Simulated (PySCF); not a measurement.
Species: alpha-epichlorohydrin, C3H5ClO.
Atom-mapped SMILES: `[Cl:1][CH2:2][C@@H:3]1[CH2:4][O:5]1` (hydrogens: H6, H7 on C2; H8 on C3; H9, H10 on C4)

Level of theory: PySCF, PBE0-D3(BJ)/def2-SVP geometry optimisation, gas phase.

List the bond lengths, angles and torsions at this level.

```json
{"bond": "Cl1–C2", "length (pm)": "178.5", "order": "single"}
{"bond": "C2–C3", "length (pm)": "150.0", "order": "single"}
{"bond": "C3–C4", "length (pm)": "146.1", "order": "single"}
{"bond": "C4–O5", "length (pm)": "141.2", "order": "single"}
{"bond": "C3–O5", "length (pm)": "140.9", "order": "single"}
{"bond": "C2–H6", "length (pm)": "109.8", "order": "single"}
{"bond": "C2–H7", "length (pm)": "109.9", "order": "single"}
{"bond": "C3–H8", "length (pm)": "109.9", "order": "single"}
{"bond": "C4–H9", "length (pm)": "109.7", "order": "single"}
{"bond": "C4–H10", "length (pm)": "109.8", "order": "single"}
```

Orders are formal, as drawn. A selection of angles:
```json
{"angle": "Cl1–C2–C3", "degrees": "110.5"}
{"angle": "Cl1–C2–H6", "degrees": "108.5"}
{"angle": "Cl1–C2–H7", "degrees": "107.5"}
{"angle": "C3–C2–H6", "degrees": "110.3"}
{"angle": "C3–C2–H7", "degrees": "111.2"}
{"angle": "H6–C2–H7", "degrees": "108.8"}
{"angle": "C2–C3–C4", "degrees": "121.0"}
{"angle": "C2–C3–O5", "degrees": "115.1"}
{"angle": "C2–C3–H8", "degrees": "115.2"}
{"angle": "C4–C3–O5", "degrees": "58.9"}
{"angle": "C4–C3–H8", "degrees": "118.7"}
{"angle": "O5–C3–H8", "degrees": "115.5"}
{"angle": "C3–C4–O5", "degrees": "58.7"}
{"angle": "C3–C4–H9", "degrees": "119.5"}
{"angle": "C3–C4–H10", "degrees": "119.2"}
{"angle": "O5–C4–H9", "degrees": "115.8"}
{"angle": "O5–C4–H10", "degrees": "115.9"}
{"angle": "H9–C4–H10", "degrees": "115.4"}
{"angle": "C3–O5–C4", "degrees": "62.3"}
```

Dihedral angles: Cl1–C2–C3–C4 -92° (anticlinal); C2–C3–C4–O5 -103° (anticlinal); C2–C3–O5–C4 112° (anticlinal).

The 2 C–C bonds span 1.461 Å (C3–C4, drawn single) to 1.500 Å (C2–C3, drawn single), a spread of 0.039 Å. The 3-membered ring C3–C4–O5 has internal angles of 58.7° to 62.3°. Of the pairs four or more bonds apart, H6···H10 is among the closest relative to their van der Waals radii: 2.51 Å, 104 % of the sum of Bondi's values.

Point group: C1 (no symmetry element, even within 0.4 Å). No PBE0-D3(BJ)/def2-SVP frequencies stand behind this structure, so it isn't proved a minimum. The numbers are those of one conformer.
